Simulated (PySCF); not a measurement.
**Fluorine: a sound run and one with changed settings**

Sound run: F [He] 2s2 2p5, F⁺ [He] 2s2 2p4. Calculation: PySCF 2.14, in pcseg-2; the non-relativistic Hamiltonian (point nucleus). In the sound run the correlated levels freeze 1s2. The sound run starts from symmetry-adapted Hartree-Fock orbitals and uses a fine grid where one is needed.

A second run was set up differently.

| species | method | sound run (hartree) | changed run (hartree) | converged |
| --- | --- | --- | --- | --- |
| F | MP2 | -99.59764 | -99.60279 | yes |
| F | CCSD(T) | -99.61326 | -99.61819 | yes |
| F⁺ | MP2 | -98.96358 | -98.96848 | yes |
| F⁺ | CCSD(T) | -98.98115 | -98.98586 | yes |

Ionisation energy of F:

```csv
method,sound run (eV),changed run (eV)
UHF,15.685,15.685
MP2,17.254,17.261
SCS-MP2,17.236,17.238
CCSD,17.157,17.163
CCSD(T),17.201,17.207
```

What was changed?
A. minimal basis
B. too few SCF iterations
C. all electrons correlated in a valence basis
D. basis contracted for another Hamiltonian

C. A valence basis has no tight correlating functions, so it recovers only part of the core correlation, and not evenly between atom and ion.
